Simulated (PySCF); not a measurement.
O₃, charge -1, sextet, at a GFN2-xTB geometry of the parent state (a state made from the parent by changing its charge; the spin is typed, not shown lowest) (in this run its highest filled SCF level lies above zero, so its values depend strongly on the basis, on diffuse functions most of all); BLYP/STO-3G (PySCF).

Here is a job for PySCF.
```python
from pyscf import gto, scf, dft

mol = gto.M(
    atom='''
O     1.13637858   -0.23245903    0.05644501
O     0.00065138    0.46397079   -0.01013412
O    -1.13702995   -0.23151176   -0.04631090
''',
    basis='sto-3g',
    charge=-1,
    spin=5,
    verbose=4,
)

mf = dft.UKS(mol)
mf.xc = 'blyp'
mf.kernel()
mf.analyze()
```

**Question.** What does PySCF print? Leave out banner, timings and long lists.

**Answer.** 
```
PySCF version 2.14.0

[INPUT] verbose = 4
[INPUT] num. atoms = 3
[INPUT] num. electrons = 25
[INPUT] charge = -1
[INPUT] spin (= nelec alpha-beta = 2S) = 5
[INPUT] symmetry False subgroup None
[INPUT] Mole.unit = angstrom
[INPUT] Symbol           X                Y                Z      unit          X                Y                Z       unit  Magmom
[...]
nuclear repulsion = 65.6609106904173
number of shells = 9
number of NR pGTOs = 45
number of NR cGTOs = 15
basis = sto-3g
ecp = {}

******** <class 'pyscf.dft.uks.UKS'> ********
method = UKS
initial guess = minao
damping factor = 0
level_shift factor = 0
DIIS = <class 'pyscf.scf.diis.CDIIS'>
diis_start_cycle = 1
diis_space = 8
diis_damp = 0
SCF conv_tol = 1e-09
SCF conv_tol_grad = None
SCF max_cycles = 50
direct_scf = True
direct_scf_tol = 1e-13
number electrons alpha = 15  beta = 10
XC library pyscf.dft.libxc version 7.1.2
    S. Lehtola, C. Steigemann, M. J. T. Oliveira, and M. A. L. Marques,  SoftwareX 7, 1–5 (2018)
XC functionals = blyp
    A. D. Becke,  Phys. Rev. A 38, 3098 (1988)
    C. Lee, W. Yang, and R. G. Parr,  Phys. Rev. B 37, 785 (1988)
    B. Miehlich, A. Savin, H. Stoll, and H. Preuss,  Chem. Phys. Lett. 157, 200 (1989)
radial grids:
    Treutler-Ahlrichs [JCP 102, 346 (1995); DOI:10.1063/1.469408] (M4) radial grids

becke partition: Becke, JCP 88, 2547 (1988); DOI:10.1063/1.454033
pruning grids: <function nwchem_prune>
grids dens level: 3
symmetrized grids: False
atomic radii adjust function: <function treutler_atomic_radii_adjust>
small_rho_cutoff = 0
Set gradient conv threshold to 3.16228e-05
tot grids = 42248
init E= -222.651465623186
cycle= 1 E= -221.545765161956  delta_E= 1.11  |g|= 0.11  |ddm|= 2.76
cycle= 2 E= -221.517334794879  delta_E= 0.0284  |g|= 0.213  |ddm|= 0.457
cycle= 3 E= -221.55623919405  delta_E= -0.0389  |g|= 0.00366  |ddm|= 0.306
cycle= 4 E= -221.556251926274  delta_E= -1.27e-05  |g|= 0.000273  |ddm|= 0.00659
cycle= 5 E= -221.556252005152  delta_E= -7.89e-08  |g|= 2.75e-05  |ddm|= 0.000543
cycle= 6 E= -221.556252006039  delta_E= -8.87e-10  |g|= 2.68e-06  |ddm|= 6.3e-05
Extra cycle  E= -221.556252005966  delta_E= 7.28e-11  |g|= 8.52e-06  |ddm|= 1.97e-05
converged SCF energy = -221.556252005966  <S^2> = 8.75  2S+1 = 6
**** SCF Summaries ****
Total Energy =                        -221.556252005966371
Nuclear Repulsion Energy =              65.660910690417282
One-electron Energy =                 -450.443322995289805
Two-electron Energy =                  163.226160298906166
Two-electron Coulomb Energy =          189.914320664082169
DFT Exchange-Correlation Energy =      -26.688160365176017
**** MO energy ****
                             alpha | beta                alpha | beta
[...]
To work with the spin densities directly, `use mulliken_meta_spin()` only printing them here.

 ** Mulliken spin pop alpha/beta on meta-lowdin orthogonal AOs **
 ** Mulliken Spin Density (per AO)  **
spin_pop of  0 O 1s        0.00002
spin_pop of  0 O 2s        0.05828
spin_pop of  0 O 2px       0.57495
spin_pop of  0 O 2py       0.77433
spin_pop of  0 O 2pz       0.23368
spin_pop of  1 O 1s        0.00005
spin_pop of  1 O 2s        0.17288
spin_pop of  1 O 2px       0.53530
spin_pop of  1 O 2py       0.47519
spin_pop of  1 O 2pz       0.53410
spin_pop of  2 O 1s        0.00002
spin_pop of  2 O 2s        0.05828
spin_pop of  2 O 2px       0.57430
spin_pop of  2 O 2py       0.77452
spin_pop of  2 O 2pz       0.23411
 ** Mulliken Spin Density (per atom)  **
spin density of  0 O =      1.64125
spin density of  1 O =      1.71751
spin density of  2 O =      1.64123
 ** Mulliken pop alpha/beta on meta-lowdin orthogonal AOs **
 ** Mulliken pop       alpha | beta **
[...]
In total            15.00000 | 10.00000
 ** Mulliken atomic charges   ( Nelec_alpha | Nelec_beta ) **
charge of  0O =     -0.35875  (     5.00000      3.35875 )
charge of  1O =     -0.28249  (     5.00000      3.28249 )
charge of  2O =     -0.35877  (     5.00000      3.35877 )

WARN: System has nonzero charge -1; the dipole moment is origin-dependent.
Location of origin: [0. 0. 0.]

Dipole moment(X, Y, Z, Debye):  0.00044,  0.22790, -0.00497
```
